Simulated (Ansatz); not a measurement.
# H2O (singlet): wave-function methods side by side at distance O1–H2 = 1.745 Å, cc-pVTZ

Aim: climb from Hartree-Fock through coupled cluster and multireference methods for H2O (singlet) at one geometry and basis, and see what each rung misses.

The runs use Ansatz 0.2.0, Gaussian basis; cc-pVTZ, core rule «outside noble gas», up to 1 orbitals frozen.

Plan: UHF; CCSD(T) on RHF; CCSD(T) on UHF; BCCD(T) on RHF; CISD; CCSDT(Q) on RHF; CCSDT(Q) on UHF; CASSCF and NEVPT2, 2 electrons in 2 orbitals; CASSCF and MRCISD+Q, 8 electrons in 6 orbitals; CASSCF and NEVPT2, 8 electrons in 6 orbitals.

21 further runs of the same task are left out: 12 that didn't finish, 9 set aside as unsound or not needed.

## Step 1: What is computed

The geometry derives from a PBE0/def2-TZVP stationary point (not a proven minimum). One bond is set to the value named and the two fragments are kept rigid.

3 atoms, charge 0, spin multiplicity 1.

Atoms are counted from 1 here; the program's logs count them from 0.

Bond lengths: O1–H3 0.960 Å.

Geometry (Å):

```xyz
3
charge 0, multiplicity 1
O     0.0000   -0.0921    0.0349
H     0.0000    0.9695   -1.3501
H     0.0000    0.4917    0.7964
```

In the tables R marks a restricted determinant and U an unrestricted one; 'pair' is the active space of 2 electrons in 2 orbitals; 'valence' is the active space of 8 electrons in 6 orbitals; energies count from the table's Hartree-Fock row.

## Step 2: UHF

Input file in.yaml:

```yaml
crystal:
  periodic: [false, false, false]
  atoms:
    - {symbol: O, position_ang: [0.000000, -0.092053, 0.034879]}
    - {symbol: H, position_ang: [0.000000, 0.969515, -1.350076]}
    - {symbol: H, position_ang: [0.000000, 0.491675, 0.796429]}
basis:
  gaussian: {orbitals: cc-pVTZ}
magnetization: {spin_polarized: true, initial_magnetization: 0}
hamiltonian: {xc: hf}
output: {orbitals: {seedname: orbitals}}
```

On the command line:

```console
$ ansatz run in.yaml --threads 1 --pin off --events-out ev --progress --plain --max-ram 2393MiB
```

Output:

```text
Functional definition: HF
  name "HF"
  cite "Fock, Z. Phys. 61, 126 (1930) doi:10.1007/BF01340294"
  parent pbe
  exchange = exact_x
  correlation = 0
336 factors; their error is unknown
mean field evaluation 1: about -2060.5739 eV, gradient 2.8e1 eV
mean field evaluation 2: about -2061.2609 eV, gradient 3.1e1 eV
mean field evaluation 4: about -2064.6015 eV, gradient 1.2e0 eV
mean field evaluation 8: about -2064.6297 eV, gradient 1.8e-1 eV
mean field evaluation 16: about -2066.0008 eV, gradient 2.9e0 eV
mean field evaluation 32: about -2066.0586 eV, gradient 4.2e-2 eV
mean field evaluation 64: about -2065.4328 eV, gradient 5.8e0 eV
mean field evaluation 96: about -2065.3223 eV, gradient 1.1e0 eV
mean field -2066.07474605 eV, -75.9268464817 hartree, gradient 3.0e-5 eV, S^2 0.789099; 6 other end points of the search recorded, 0 dependent functions left out
reference -2066.07474605 eV, -75.9268464817 hartree; 5, 5 occupied and 53, 53 virtual orbitals, 336 factors
Total energy: -2066.07474605 eV, -75.9268464817 hartree
```

Run time: 0.45 s. Hardware: 1 thread of Arm Neoverse V2, shared host.

From the report: ⟨S²⟩ of the determinant 0.789 (pure singlet: 0.00). The determinant is far from a pure spin state, so its energy mixes those of several spin states (harmless only where they are near-degenerate, as at dissociation).

The unrestricted solution breaks the spin symmetry, so the restricted determinant is unstable here.

## Step 3: CCSD(T) on RHF

in.yaml, as its differences from that of step 2:

```diff
@@ -8,4 +8,3 @@
   gaussian: {orbitals: cc-pVTZ}
-magnetization: {spin_polarized: true, initial_magnetization: 0}
-hamiltonian: {xc: hf}
-output: {orbitals: {seedname: orbitals}}
+magnetization: {spin_polarized: false}
+correlation: {method: ccsd_t, electrons: outside_noble_gas}
```

The command is unchanged.

Output (excerpt; [...] marks lines left out):

```text
Functional definition: HF
  name "HF"
  cite "Fock, Z. Phys. 61, 126 (1930) doi:10.1007/BF01340294"
  parent pbe
[...]
333 factors; integrals over basis functions are off by at most 1.3e-3 eV
[...]
mean field -2064.62978747 eV, -75.8737452332 hartree, gradient 6.2e-6 eV, S^2 0.000000; 1 other end points of the search recorded, 0 dependent functions left out; unrestricted orbitals would lower it
unrestricted determinant -2066.07475376 eV, -75.9268467651 hartree, S^2 0.7891
1 core orbitals not correlated: weight in the atoms' cores, before any rotation towards them, 1.000 or more for the frozen orbitals, at most 0.000 for the correlated occupied ones
reference -2064.62978747 eV, -75.8737452332 hartree; 4, 4 occupied and 53, 53 virtual orbitals, 333 factors
second order -7.93693650 eV of doubles, -0.00000000 eV of singles
cycle   1  -7.77252013 eV  change    1.6e-1 eV  update   8.3e-2
[...]
cycle  12  -8.26196413 eV  change    4.2e-6 eV  update   1.3e-6
perturbative correction -0.37050138 eV, -0.0136156747 hartree
Total energy: -2073.26225298 eV, -76.1909824896 hartree
```

Wall time 0.6 s (1 thread of Arm Neoverse V2, shared host).

From the report: correlation -8.6325 eV; T1 0.020; largest double amplitude 0.25.

## Step 4: CCSD(T) on UHF

in.yaml, as its differences from that of step 3:

```diff
@@ -8,3 +8,3 @@
   gaussian: {orbitals: cc-pVTZ}
-magnetization: {spin_polarized: false}
+magnetization: {spin_polarized: true, initial_magnetization: 0}
 correlation: {method: ccsd_t, electrons: outside_noble_gas}
```

Same command.

Output (excerpt; [...] marks lines left out):

```text
Functional definition: HF
  name "HF"
  cite "Fock, Z. Phys. 61, 126 (1930) doi:10.1007/BF01340294"
  parent pbe
[...]
333 factors; integrals over basis functions are off by at most 1.3e-3 eV
[...]
mean field -2066.07475376 eV, -75.9268467651 hartree, gradient 3.3e-6 eV, S^2 0.789099; 13 other end points of the search recorded, 0 dependent functions left out
determinant -2066.07475376 eV, -75.9268467651 hartree, with singles and doubles -2072.72207368 eV, -76.1711312662 hartree
determinant -2065.25395383 eV, -75.8966829240 hartree, with singles and doubles -2071.23067091 eV, -76.1163232254 hartree
determinant -2064.62978747 eV, -75.8737452332 hartree, with singles and doubles -2072.96038862 eV, -76.1798891789 hartree
1 core orbitals not correlated: weight in the atoms' cores, before any rotation towards them, 1.000 or more for the frozen orbitals, at most 0.000 for the correlated occupied ones
reference -2066.07475376 eV, -75.9268467651 hartree; 4, 4 occupied and 53, 53 virtual orbitals, 333 factors
second order -5.82734522 eV of doubles, -0.00000000 eV of singles
cycle   1  -6.63516019 eV  change   -6.8e-1 eV  update   2.4e-2
[...]
cycle  13  -6.75003659 eV  change    4.2e-6 eV  update   8.3e-6
perturbative correction -0.33831965 eV, -0.0124330178 hartree
Total energy: -2073.16311000 eV, -76.1873390522 hartree
```

It took 2.6 s on 1 thread of Arm Neoverse V2, shared host.

From the report: ⟨S²⟩ of the determinant 0.789 (pure singlet: 0.00); correlation -7.0884 eV; T1 0.096; largest double amplitude 0.23. The determinant is far from a pure spin state, so its energy mixes those of several spin states (harmless only where they are near-degenerate, as at dissociation).

## Step 5: BCCD(T) on RHF

in.yaml, as its differences from that of step 4:

```diff
@@ -8,3 +8,3 @@
   gaussian: {orbitals: cc-pVTZ}
-magnetization: {spin_polarized: true, initial_magnetization: 0}
-correlation: {method: ccsd_t, electrons: outside_noble_gas}
+magnetization: {spin_polarized: false}
+correlation: {method: bccd_t, electrons: outside_noble_gas}
```

Same command.

Output (excerpt; [...] marks lines left out):

```text
Functional definition: HF
  name "HF"
  cite "Fock, Z. Phys. 61, 126 (1930) doi:10.1007/BF01340294"
  parent pbe
[...]
333 factors; integrals over basis functions are off by at most 1.3e-3 eV
[...]
mean field -2064.62978747 eV, -75.8737452332 hartree, gradient 6.2e-6 eV, S^2 0.000000; 1 other end points of the search recorded, 0 dependent functions left out; unrestricted orbitals would lower it
unrestricted determinant -2066.07475376 eV, -75.9268467651 hartree, S^2 0.7891
1 core orbitals not correlated: weight in the atoms' cores, before any rotation towards them, 1.000 or more for the frozen orbitals, at most 0.000 for the correlated occupied ones
reference -2064.62978747 eV, -75.8737452332 hartree; 4, 4 occupied and 53, 53 virtual orbitals, 333 factors
second order -7.93693650 eV of doubles, -0.00000000 eV of singles
cycle   1  -7.78390019 eV  change    1.5e-1 eV  update   8.3e-2
[...]
cycle  11  -8.24201543 eV  change   -9.8e-6 eV  update   6.2e-6
perturbative correction -0.38707007 eV, -0.0142245625 hartree
Total energy: -2073.25887296 eV, -76.1908582760 hartree
```

It took 0.75 s on 1 thread of Arm Neoverse V2, shared host.

From the report: correlation -8.6291 eV; largest double amplitude 0.25.

## Step 6: CISD

in.yaml, as its differences from that of step 5:

```diff
@@ -8,3 +8,2 @@
   gaussian: {orbitals: cc-pVTZ}
-magnetization: {spin_polarized: false}
-correlation: {method: bccd_t, electrons: outside_noble_gas}
+correlation: {active_space: {ras: {orbitals: [4, 0, 53], electrons: 8, max_holes: 2, max_particles: 2}, fixed_orbitals: true}}
```

Same command.

Output:

```text
Functional definition: HF
  name "HF"
  cite "Fock, Z. Phys. 61, 126 (1930) doi:10.1007/BF01340294"
  parent pbe
  exchange = exact_x
  correlation = 0
333 factors; integrals over basis functions are off by at most 1.3e-3 eV
mean field evaluation 1: about -2060.5730 eV, gradient 4.0e1 eV
mean field evaluation 2: about -2060.5728 eV, gradient 4.0e1 eV
mean field evaluation 4: about -2064.5470 eV, gradient 4.0e0 eV
mean field evaluation 8: about -2064.6292 eV, gradient 2.8e-1 eV
mean field evaluation 16: about -2064.3253 eV, gradient 6.1e0 eV
mean field -2064.62978747 eV, -75.8737452332 hartree, gradient 6.2e-6 eV, S^2 0.000000; 1 other end points of the search recorded, 0 dependent functions left out
reference -2064.62978747 eV, -75.8737452332 hartree; 5, 5 occupied and 53, 53 virtual orbitals, 333 factors
state -2072.32648761 eV, -76.1565937463 hartree
Total energy: -2072.32648761 eV, -76.1565937463 hartree
```

It took 1.1 s on 1 thread of Arm Neoverse V2, shared host.

From the report: 31,713 determinants.

## Step 7: CCSDT(Q) on RHF

in.yaml, as its differences from that of step 6:

```diff
@@ -8,2 +8,3 @@
   gaussian: {orbitals: cc-pVTZ}
-correlation: {active_space: {ras: {orbitals: [4, 0, 53], electrons: 8, max_holes: 2, max_particles: 2}, fixed_orbitals: true}}
+magnetization: {spin_polarized: false}
+correlation: {method: ccsdt_q, electrons: outside_noble_gas}
```

Launched as before.

Output (excerpt; [...] marks lines left out):

```text
Functional definition: HF
  name "HF"
  cite "Fock, Z. Phys. 61, 126 (1930) doi:10.1007/BF01340294"
  parent pbe
[...]
700 factors; integrals over basis functions are off by at most 2.1e-7 eV
[...]
mean field -2064.62980331 eV, -75.8737458153 hartree, gradient 5.8e-6 eV, S^2 0.000000; 1 other end points of the search recorded, 0 dependent functions left out; unrestricted orbitals would lower it
unrestricted determinant -2066.07477580 eV, -75.9268475750 hartree, S^2 0.7891
1 core orbitals not correlated: weight in the atoms' cores, before any rotation towards them, 1.000 or more for the frozen orbitals, at most 0.000 for the correlated occupied ones
reference -2064.62980331 eV, -75.8737458153 hartree; 4, 4 occupied and 53, 53 virtual orbitals, 700 factors
second order -7.93696750 eV of doubles, -0.00000000 eV of singles
cycle   1  -7.77251636 eV  change    1.6e-1 eV  update   9.3e-2
[...]
cycle  15  -8.62944484 eV  change   -9.4e-7 eV  update   7.7e-7
perturbative correction -0.03722485 eV, -0.0013679880 hartree
Total energy: -2073.29647300 eV, -76.1922400520 hartree
```

It took 14 s on 1 thread of Arm Neoverse V2, shared host; peak memory 0.33 GiB.

From the report: correlation -8.6667 eV; T1 0.023; largest double amplitude 0.29.

## Step 8: CCSDT(Q) on UHF

in.yaml, as its differences from that of step 7:

```diff
@@ -8,3 +8,3 @@
   gaussian: {orbitals: cc-pVTZ}
-magnetization: {spin_polarized: false}
+magnetization: {spin_polarized: true, initial_magnetization: 0}
 correlation: {method: ccsdt_q, electrons: outside_noble_gas}
```

The command is unchanged.

Output (excerpt; [...] marks lines left out):

```text
Functional definition: HF
  name "HF"
  cite "Fock, Z. Phys. 61, 126 (1930) doi:10.1007/BF01340294"
  parent pbe
[...]
700 factors; integrals over basis functions are off by at most 2.1e-7 eV
[...]
mean field -2066.07477580 eV, -75.9268475750 hartree, gradient 2.8e-6 eV, S^2 0.789100; 13 other end points of the search recorded, 0 dependent functions left out
determinant -2066.07477580 eV, -75.9268475750 hartree, with singles and doubles -2072.72210645 eV, -76.1711324705 hartree
determinant -2065.25397214 eV, -75.8966835966 hartree, with singles and doubles -2071.23069506 eV, -76.1163241128 hartree
determinant -2064.62980331 eV, -75.8737458153 hartree, with singles and doubles -2072.96042929 eV, -76.1798906733 hartree
1 core orbitals not correlated: weight in the atoms' cores, before any rotation towards them, 1.000 or more for the frozen orbitals, at most 0.000 for the correlated occupied ones
reference -2066.07477580 eV, -75.9268475750 hartree; 4, 4 occupied and 53, 53 virtual orbitals, 700 factors
second order -5.82735742 eV of doubles, -0.00000000 eV of singles
cycle   1  -6.04805049 eV  change   -2.2e-1 eV  update   7.1e-2
[...]
cycle  26  -7.18344067 eV  change    5.0e-8 eV  update   7.0e-8
perturbative correction -0.04304230 eV, -0.0015817755 hartree
Total energy: -2073.30125878 eV, -76.1924159260 hartree
```

Run time: 64 s. Hardware: 1 thread of Arm Neoverse V2, shared host; peak memory 0.55 GiB.

From the report: ⟨S²⟩ of the determinant 0.789 (pure singlet: 0.00); correlation -7.2265 eV; T1 0.125; largest double amplitude 0.34. The determinant is far from a pure spin state, so its energy mixes those of several spin states (harmless only where they are near-degenerate, as at dissociation).

## Step 9: CASSCF and NEVPT2, 2 electrons in 2 orbitals

in.yaml, as its differences from that of step 8:

```diff
@@ -8,3 +8,2 @@
   gaussian: {orbitals: cc-pVTZ}
-magnetization: {spin_polarized: true, initial_magnetization: 0}
-correlation: {method: ccsdt_q, electrons: outside_noble_gas}
+correlation: {method: sc_nevpt2, electrons: outside_noble_gas, active_space: {window: {electrons: 2, orbitals: 2}}}
```

The command is unchanged.

Output:

```text
Functional definition: HF
  name "HF"
  cite "Fock, Z. Phys. 61, 126 (1930) doi:10.1007/BF01340294"
  parent pbe
  exchange = exact_x
  correlation = 0
333 factors; integrals over basis functions are off by at most 1.3e-3 eV
mean field evaluation 1: about -2060.5730 eV, gradient 4.0e1 eV
mean field evaluation 2: about -2060.5728 eV, gradient 4.0e1 eV
mean field evaluation 4: about -2064.5470 eV, gradient 4.0e0 eV
mean field evaluation 8: about -2064.6292 eV, gradient 2.8e-1 eV
mean field evaluation 16: about -2064.3253 eV, gradient 6.1e0 eV
mean field -2064.62978747 eV, -75.8737452332 hartree, gradient 6.2e-6 eV, S^2 0.000000; 1 other end points of the search recorded, 0 dependent functions left out; unrestricted orbitals would lower it
reference -2064.62978747 eV, -75.8737452332 hartree; 5, 5 occupied and 53, 53 virtual orbitals, 333 factors
state -2066.80978374 eV, -75.9538586185 hartree
state -2066.80978374 eV, -75.9538586185 hartree; corrected -2072.79807275 eV, -76.1739241806 hartree
Total energy: -2072.79807275 eV, -76.1739241806 hartree
```

It took 0.36 s on 1 thread of Arm Neoverse V2, shared host.

From the report: 4 determinants; active occupations 1.72, 0.28.

## Step 10: CASSCF and MRCISD+Q, 8 electrons in 6 orbitals

in.yaml, as its differences from that of step 9:

```diff
@@ -8,2 +8,2 @@
   gaussian: {orbitals: cc-pVTZ}
-correlation: {method: sc_nevpt2, electrons: outside_noble_gas, active_space: {window: {electrons: 2, orbitals: 2}}}
+correlation: {method: fic_mrcisd_q, electrons: outside_noble_gas, active_space: {window: {electrons: 8, orbitals: 6}, shells: [{species: H, l: s, shell: 1}, {species: O, l: s, shell: 2}, {species: O, l: p, shell: 2}]}}
```

The command is unchanged.

Output (excerpt; [...] marks lines left out):

```text
Functional definition: HF
  name "HF"
  cite "Fock, Z. Phys. 61, 126 (1930) doi:10.1007/BF01340294"
  parent pbe
[...]
700 factors; integrals over basis functions are off by at most 2.1e-7 eV
[...]
mean field -2064.62980331 eV, -75.8737458153 hartree, gradient 5.8e-6 eV, S^2 0.000000; 1 other end points of the search recorded, 0 dependent functions left out; unrestricted orbitals would lower it
reference -2064.62980331 eV, -75.8737458153 hartree; 5, 5 occupied and 53, 53 virtual orbitals, 700 factors
state -2067.59362722 eV, -75.9826643350 hartree
contracted CI cycle   1: correlation 0.00000000 eV, 0.0000000000 hartree, residual 3.01e1 eV
contracted CI cycle   2: correlation -5.17909807 eV, -0.1903283435 hartree, residual 5.28e0 eV
contracted CI cycle   3: correlation -5.37038787 eV, -0.1973581140 hartree, residual 1.22e0 eV
contracted CI cycle   4: correlation -5.38125977 eV, -0.1977576490 hartree, residual 3.51e-1 eV
contracted CI cycle   5: correlation -5.38220548 eV, -0.1977924032 hartree, residual 1.04e-1 eV
contracted CI cycle   6: correlation -5.38228006 eV, -0.1977951438 hartree, residual 2.63e-2 eV
contracted CI cycle   7: correlation -5.38228489 eV, -0.1977953215 hartree, residual 5.70e-3 eV
contracted CI cycle   8: correlation -5.38228512 eV, -0.1977953299 hartree, residual 1.22e-3 eV
contracted CI cycle   9: correlation -5.38228513 eV, -0.1977953303 hartree, residual 2.64e-4 eV
state -2067.59362722 eV, -75.9826643350 hartree; corrected -2073.22200174 eV, -76.1895032835 hartree
Total energy: -2073.22200174 eV, -76.1895032835 hartree
Checks for a lower state left out: starts, orbital_swaps
```

Run time: 1.3 s. Hardware: 1 thread of Arm Neoverse V2, shared host.

From the report: 125 determinants; active occupations 2.00, 2.00, 1.98, 1.75, 0.25, 0.02.

## Step 11: CASSCF and NEVPT2, 8 electrons in 6 orbitals

Input file in.yaml:

```yaml
crystal:
  periodic: [false, false, false]
  atoms:
    - {symbol: O, position_ang: [0.000000, -0.092053, 0.034879]}
    - {symbol: H, position_ang: [0.000000, 0.969515, -1.350076]}
    - {symbol: H, position_ang: [0.000000, 0.491675, 0.796429]}
basis:
  gaussian: {orbitals: cc-pVTZ}
correlation: {method: sc_nevpt2, electrons: outside_noble_gas, active_space: {window: {electrons: 8, orbitals: 6}, shells: [{species: H, l: s, shell: 1}, {species: O, l: s, shell: 2}, {species: O, l: p, shell: 2}]}}
```

Launched as before.

Output:

```text
Functional definition: HF
  name "HF"
  cite "Fock, Z. Phys. 61, 126 (1930) doi:10.1007/BF01340294"
  parent pbe
  exchange = exact_x
  correlation = 0
700 factors; integrals over basis functions are off by at most 2.1e-7 eV
mean field evaluation 1: about -2060.5736 eV, gradient 4.0e1 eV
mean field evaluation 2: about -2060.5733 eV, gradient 4.0e1 eV
mean field evaluation 4: about -2064.5470 eV, gradient 4.0e0 eV
mean field evaluation 8: about -2064.6292 eV, gradient 2.8e-1 eV
mean field evaluation 16: about -2064.3253 eV, gradient 6.1e0 eV
mean field -2064.62980331 eV, -75.8737458153 hartree, gradient 5.8e-6 eV, S^2 0.000000; 1 other end points of the search recorded, 0 dependent functions left out; unrestricted orbitals would lower it
reference -2064.62980331 eV, -75.8737458153 hartree; 5, 5 occupied and 53, 53 virtual orbitals, 700 factors
state -2067.59362722 eV, -75.9826643350 hartree
state -2067.59362722 eV, -75.9826643350 hartree; corrected -2072.45456070 eV, -76.1613003455 hartree
Total energy: -2072.45456070 eV, -76.1613003455 hartree
Checks for a lower state left out: starts, orbital_swaps
```

Wall time 0.6 s (1 thread of Arm Neoverse V2, shared host).

From the report: 125 determinants; active occupations 2.00, 2.00, 1.98, 1.75, 0.25, 0.02.

## Step 12: How many determinants matter

Natural occupations of the CASSCF valence state about the gap (report; correlated orbitals 1 to 6): 1.999, 1.998, 1.976, 1.747, 0.255, 0.025. The count of effectively unpaired electrons, Σ n²(2 − n)², is 0.40; a single determinant of this spin has 0.

## Step 13: Misses and costs

No level here is safe as a reference; RCCSDT(Q) serves as a yardstick only. Rows without a time come out of other runs: HF, MP2 and CCSD of CCSD(T), CCSDT of CCSDT(Q), CASSCF and MRCISD of the multireference runs.

| method | energy from the lowest RHF (kJ/mol) | from RCCSDT(Q) (kJ/mol) | time |
| --- | --- | --- | --- |
| RHF | 0.0 | +836.2 |  |
| UHF | -139.4 | +696.8 |  |
| RMP2 | -765.8 | +70.4 |  |
| UMP2 | -701.7 | +134.5 |  |
| CISD | -742.6 | +93.6 | 1.1 s |
| RCCSD | -797.2 | +39.0 |  |
| UCCSD | -790.7 | +45.5 |  |
| RCCSD(T) | -832.9 | +3.3 | 0.6 s |
| UCCSD(T) | -823.3 | +12.9 | 2.6 s |
| BCCD(T) | -832.6 | +3.6 | 0.75 s |
| RCCSDT | -832.6 | +3.6 |  |
| UCCSDT | -832.5 | +3.7 |  |
| RCCSDT(Q) | -836.2 | 0 | 14 s |
| UCCSDT(Q) | -836.7 | -0.5 | 64 s |
| CASSCF pair | -210.3 | +625.9 |  |
| NEVPT2 pair | -788.1 | +48.1 | 0.36 s |
| CASSCF valence | -286.0 | +550.2 |  |
| NEVPT2 valence | -755.0 | +81.2 | 0.6 s |
| MRCISD valence | -805.3 | +30.9 |  |
| MRCISD+Q valence | -829.0 | +7.2 | 1.3 s |

Among the levels timed on like hardware and quicker than the yardstick, those that no quicker one beats, quickest first: NEVPT2 pair (0.36 s, +48.1 kJ/mol); RCCSD(T) (0.6 s, +3.3 kJ/mol).

## Step 14: Summary of results

```
                       quantity          value
 RCCSDT(Q) below the RHF energy     -8.6667 eV
            RMP2 from RCCSDT(Q)   +70.4 kJ/mol
            UMP2 from RCCSDT(Q)  +134.5 kJ/mol
           RCCSD from RCCSDT(Q)   +39.0 kJ/mol
        RCCSD(T) from RCCSDT(Q)    +3.3 kJ/mol
        UCCSD(T) from RCCSDT(Q)   +12.9 kJ/mol
       UCCSDT(Q) from RCCSDT(Q)    -0.5 kJ/mol
     NEVPT2 pair from RCCSDT(Q)   +48.1 kJ/mol
  NEVPT2 valence from RCCSDT(Q)   +81.2 kJ/mol
MRCISD+Q valence from RCCSDT(Q)    +7.2 kJ/mol
                  T1 diagnostic          0.020
 effectively unpaired electrons           0.40
```

What this shows: RCCSD(T) misses by +3.3 kJ/mol, 0.4 % of the correlation energy. CCSD(T) misses by +3.3 kJ/mol on the restricted determinant and by +12.9 kJ/mol on the unrestricted one; the two need not hold the same state or core. The occupations show some static correlation. Warnings: restricted reference is unstable; spin contamination; large T1 diagnostic.
